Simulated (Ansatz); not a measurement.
Basis-set extrapolation for C$_{8}$H$_{18}$, SMILES `CCCC(C)C(C)C` (PBE0-D4/def2-TZVP geometry, frozen core, the Gaussian-basis code of Ansatz). Multiplicity 1, RHF reference.

```csv
,def2-TZVPP,def2-QZVPP
HF,-313.543903,-313.558732
MP2 correlation,-1.424399,-1.511371
CCSD(T) correlation,-1.573785,not run
```

Energies in hartree. Use E(X) = E(∞) + A·exp(−7.88·√X) for Hartree–Fock and E(X) = E(∞) + B·X^(−2.97) for correlation, with X = 3 and 4, and add CCSD(T) minus MP2 of the smaller set to the MP2 limit.

Q: What is the CCSD(T) energy at the basis-set limit?

A: HF limit: -313.558732 + (-0.014829) × 0.13774 = -313.56077. MP2 limit: -1.511371 + (-0.086972) × 0.74074 = -1.57579. Higher-order term: -1.573785 − (-1.424399) = -0.14939. Total: -315.28595 hartree, 441.8 kJ/mol below CCSD(T)/def2-TZVPP.
